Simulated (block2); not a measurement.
# H3PO (phosphinous acid) at DMRG/STO-3G, part 2 of 2

block2 0.5.4. The steps go on from the part before.

## 3. The distorted shape: a single-point energy at DMRG/STO-3G

job.py reads:

```python
import numpy as np
from pyscf import cc, dft, gto, mcscf, mp, scf
from pyblock2._pyscf.ao2mo import integrals as itg
from pyblock2.driver.core import DMRGDriver, SymmetryTypes

mol = gto.M(atom="""
O      1.28470574    -3.85028485     0.15714018
P      0.80972308    -2.38786360    -2.54435560
H      2.75228595    -4.91117710     0.14869310
H     -1.76608701    -2.98683119    -2.72798029
H     -0.41296185     2.80541182    -0.18379476
""", basis="sto-3g", unit="bohr", charge=0, verbose=3, max_memory=2000)
print("nao                     : %d" % (mol.nao))
mf = scf.RHF(mol)
mf.conv_tol = 1e-10
mf.max_cycle = 200
mf.kernel()
if not mf.converged:
    mf = mf.newton().run(mf.mo_coeff, mf.mo_occ)
print(f"E(SCF)                  : {mf.e_tot:.10f}")
# single-reference ladder for comparison
ref = mf
pt = mp.MP2(ref, frozen=6).run()
mycc = cc.CCSD(ref, frozen=6)
mycc.max_cycle = 150
mycc.kernel()
print("E(MP2)                  : %.10f" % (pt.e_tot))
if mycc.converged:
    print("CCSD total energy       : %.10f" % (mycc.e_tot))
    print("E(CCSD(T))              : %.10f" % (mycc.e_tot + mycc.ccsd_t()))
    print("T1                      : %.4f" % (mycc.get_t1_diagnostic()))
# a few density functionals on the same geometry and basis
ks = dft.RKS(mol, xc="b3lyp").set(conv_tol=1e-9, verbose=3).run()
if ks.converged:
    print("E(B3LYP)                : %.8f" % (ks.e_tot))
ks = dft.RKS(mol, xc="pbe").set(conv_tol=1e-9, verbose=3).run()
if ks.converged:
    print(f"E(PBE)                  : {ks.e_tot:.8f}")
ks = dft.RKS(mol, xc="pbe0").set(conv_tol=1e-9, verbose=3).run()
if ks.converged:
    print(f"E(PBE0)                 : {ks.e_tot:.8f}")
ks = dft.RKS(mol, xc="revpbe").set(conv_tol=1e-9, verbose=3).run()
if ks.converged:
    print(f"E(revPBE)               : {ks.e_tot:.8f}")
ncas, n_elec, spin, ecore, h1e, g2e, orb_sym = itg.get_rhf_integrals(mf, ncore=6, ncas=11, pg_symm=False, g2e_symm=8)
drv = DMRGDriver(scratch="./tmp", symm_type=SymmetryTypes.SU2, stack_mem=1500 << 20, n_threads=1)
drv.initialize_system(n_sites=ncas, n_elec=n_elec, spin=spin, orb_sym=orb_sym)
mpo = drv.get_qc_mpo(h1e=h1e, g2e=g2e, ecore=ecore, iprint=1)
occs = np.array([1.8] * 7 + [0.2] * 4)
mps = drv.get_random_mps(tag="GS", bond_dim=75, nroots=1, occs=occs)
bond_dims = [75] * 2 + [100] * 3
noises = [0.0001] * 2 + [1e-05] * 3 + [0]
thrds = [1e-09] * 5
e = drv.dmrg(mpo, mps, n_sweeps=11, tol=1e-07, bond_dims=bond_dims, noises=noises, thrds=thrds, iprint=1)
ms, dws, es = drv.get_dmrg_results()
print("max discarded weight    : %.3e" % (dws[-1]))
print("E(final)                : %.10f" % (e))
dm1 = drv.get_1pdm(mps)
print("natural occupations     :", np.round(np.linalg.eigvalsh(dm1)[::-1], 5).tolist())
c_act = mf.mo_coeff[:, 6:17]
dm_ao = c_act @ dm1 @ c_act.T + 2 * mf.mo_coeff[:, :6] @ mf.mo_coeff[:, :6].T
print("dipole / D              :", np.round(scf.hf.dip_moment(mol, dm_ao, verbose=0), 4).tolist())
print("largest bipartite entropy: %.4f" % (max(drv.get_bipartite_entanglement(mps))))
csf, coef = drv.get_csf_coefficients(mps, cutoff=0.08, iprint=1)
print("c0^2                    : %.4f" % (np.max(np.abs(coef)) ** 2))
# FCI check
ci = mcscf.CASCI(mf, 11, (7, 7))
ci.fix_spin_(ss=0)
ci.fcisolver.conv_tol = 1e-10
ci.fcisolver.max_cycle = 200
ci.kernel()
print("exact diagonalisation   : %.10f" % (ci.e_tot))
```

Run with:

```bash
$ python job.py
```

Output:

```text
nao                     : 17
converged SCF energy = -412.159893988454
E(SCF)                  : -412.1598939885
E(RMP2) = -412.336834992137  E_corr = -0.176941003683193
E(SCS-RMP2) = -412.363107321502  E_corr = -0.203213333048137
E(CCSD) = -412.4143500988893  E_corr = -0.2544561104356164
E(MP2)                  : -412.3368349921
CCSD total energy       : -412.4143500989
CCSD(T) correction = -0.00806129827352787
E(CCSD(T))              : -412.4224113972
T1                      : 0.0374
converged SCF energy = -413.206292239186
E(B3LYP)                : -413.20629224
SCF not converged.
SCF energy = -412.96817032175
converged SCF energy = -412.998546787373
E(PBE0)                 : -412.99854679
converged SCF energy = -413.145153873159
E(revPBE)               : -413.14515387
integral symmetrize error =  0.0
integral cutoff error =  0.0
mpo terms =       8448

Build MPO | Nsites =    11 | Nterms =       8448 | Algorithm = FastBIP | Cutoff = 1.00e-20
 Site =     0 /    11 .. Mmpo =    13 DW = 0.00e+00 NNZ =       13 SPT = 0.0000 Tmvc = 0.002 T = 0.007
 Site =     1 /    11 .. Mmpo =    44 DW = 0.00e+00 NNZ =      124 SPT = 0.7832 Tmvc = 0.002 T = 0.006
 Site =     2 /    11 .. Mmpo =    66 DW = 0.00e+00 NNZ =      461 SPT = 0.8413 Tmvc = 0.002 T = 0.007
 Site =     3 /    11 .. Mmpo =    96 DW = 0.00e+00 NNZ =      651 SPT = 0.8973 Tmvc = 0.002 T = 0.008
 Site =     4 /    11 .. Mmpo =   134 DW = 0.00e+00 NNZ =      927 SPT = 0.9279 Tmvc = 0.002 T = 0.008
 Site =     5 /    11 .. Mmpo =   134 DW = 0.00e+00 NNZ =     4055 SPT = 0.7742 Tmvc = 0.003 T = 0.019
 Site =     6 /    11 .. Mmpo =    96 DW = 0.00e+00 NNZ =      927 SPT = 0.9279 Tmvc = 0.001 T = 0.005
 Site =     7 /    11 .. Mmpo =    66 DW = 0.00e+00 NNZ =      651 SPT = 0.8973 Tmvc = 0.001 T = 0.003
 Site =     8 /    11 .. Mmpo =    44 DW = 0.00e+00 NNZ =      389 SPT = 0.8660 Tmvc = 0.000 T = 0.002
 Site =     9 /    11 .. Mmpo =    14 DW = 0.00e+00 NNZ =      197 SPT = 0.6802 Tmvc = 0.000 T = 0.001
 Site =    10 /    11 .. Mmpo =     1 DW = 0.00e+00 NNZ =       14 SPT = 0.0000 Tmvc = 0.000 T = 0.000
Ttotal =      0.068 Tmvc-total = 0.016 MPO bond dimension =   134 MaxDW = 0.00e+00
NNZ =         8409 SIZE =        63379 SPT = 0.8673

Rank =     0 Ttotal =      0.069 MPO method = FastBipartite bond dimension =     134 NNZ =         8409 SIZE =        63379 SPT = 0.8673

Sweep =    0 | Direction =  forward | Bond dimension =   75 | Noise =  1.00e-04 | Dav threshold =  1.00e-09
Time elapsed =      0.423 | E =    -412.3807021430 | DW = 4.51525e-09

Sweep =    1 | Direction = backward | Bond dimension =   75 | Noise =  1.00e-04 | Dav threshold =  1.00e-09
Time elapsed =      1.342 | E =    -412.4179643514 | DE = -3.73e-02 | DW = 2.88186e-06

Sweep =    2 | Direction =  forward | Bond dimension =  100 | Noise =  1.00e-05 | Dav threshold =  1.00e-09
Time elapsed =      2.958 | E =    -412.4204069224 | DE = -2.44e-03 | DW = 2.89232e-06

Sweep =    3 | Direction = backward | Bond dimension =  100 | Noise =  1.00e-05 | Dav threshold =  1.00e-09
Time elapsed =      4.998 | E =    -412.4207280011 | DE = -3.21e-04 | DW = 8.69473e-06

Sweep =    4 | Direction =  forward | Bond dimension =  100 | Noise =  1.00e-05 | Dav threshold =  1.00e-09
Time elapsed =      6.859 | E =    -412.4207550607 | DE = -2.71e-05 | DW = 8.48021e-06

Sweep =    5 | Direction = backward | Bond dimension =  100 | Noise =  0.00e+00 | Dav threshold =  1.00e-08
Time elapsed =      8.493 | E =    -412.4207615690 | DE = -6.51e-06 | DW = 8.54758e-06

Sweep =    6 | Direction =  forward | Bond dimension =  100 | Noise =  0.00e+00 | Dav threshold =  1.00e-08
Time elapsed =     10.110 | E =    -412.4207636721 | DE = -2.10e-06 | DW = 8.53279e-06

Sweep =    7 | Direction = backward | Bond dimension =  100 | Noise =  0.00e+00 | Dav threshold =  1.00e-08
Time elapsed =     11.747 | E =    -412.4207645412 | DE = -8.69e-07 | DW = 8.48720e-06

Sweep =    8 | Direction =  forward | Bond dimension =  100 | Noise =  0.00e+00 | Dav threshold =  1.00e-08
Time elapsed =     13.384 | E =    -412.4207645663 | DE = -2.51e-08 | DW = 8.47814e-06

max discarded weight    : 8.478e-06
E(final)                : -412.4207645663
natural occupations     : [1.99765, 1.99338, 1.9886, 1.97485, 1.96923, 1.96283, 1.22138, 0.7885, 0.0431, 0.03354, 0.02694]
dipole / D              : [0.7587, -0.6174, -0.4381]
largest bipartite entropy: 1.1186
mps center changed (temporarily)
DTRIE T =      0.002
Number of CSF =          3 (cutoff =      0.08)
Sum of weights of included CSF =    0.937396098670389

CSF          0 22222220000  =   -0.747793195567911
CSF          1 22222202000  =    0.597827987751324
CSF          2 222222+-000  =   -0.144232910231762
c0^2                    : 0.5592
CASCI E = -412.420835975988  E(CI) = -42.8799072741011  S^2 = 0.0000000
exact diagonalisation   : -412.4208359760
```

Run time: 34 s. Hardware: 1 thread of Intel Xeon at 2.50GHz (Skylake/Cascade Lake), shared host; peak memory 0.31 GiB.

## 4. Results

This closing draws on all 2 parts.

Level: DMRG/STO-3G, 6 core orbitals frozen.

| quantity | value |
| --- | --- |
| run 1, DMRG/STO-3G: total energy | -412.56476 Eh |
| run 1, DMRG/STO-3G: dipole moment (of the density that the program reports) | 0.92 D |
| run 1, DMRG/STO-3G: T1 diagnostic of the CCSD step | 0.009 |
| distorted shape: total energy | -412.42076 Eh |
| distorted shape: dipole moment (of the density that the program reports) | 1.07 D |
| distorted shape: T1 diagnostic of the CCSD step | 0.037 |
| energy change with the P2–H5 bond stretched from 1.403 to 3.087 Å | 3.918 eV |

What this shows: With the P2–H5 bond stretched from 1.403 to 3.087 Å the energy rises by 3.92 eV (90 kcal/mol). The first shape isn't relaxed at this level, so the change isn't measured from a minimum. The minimal basis adds a large error of its own. The T1 diagnostic (distorted shape) of 0.037 is above the customary mark for such species, so a single reference may not serve.
